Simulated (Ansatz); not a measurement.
Rock-salt ZrC was calculated with BLYP (plane waves, PAW; Ansatz, an electronic-structure program).

Settings: plane-wave cutoff 520 eV, 16×16×16 k mesh, Fermi–Dirac smearing 0.1 eV, perturbation theory, scalar-relativistic PAW data made under PBE.

Computed at the level's own relaxed cell.

Harmonic phonon frequencies (cm⁻¹; i marks an imaginary mode):

| q point | frequencies |
|---|---|
| Γ | (withheld) |
| X | 191 191 243 426 426 523 |
| U | 183 233 245 463 513 547 |
| L | 163 163 311 489 489 640 |
| W | 222 222 230 490 490 560 |

Question: Fill in the missing entries.

Answer: 
- Γ, frequencies: 0 0 0 377 377 377

No imaginary mode appears at these points.
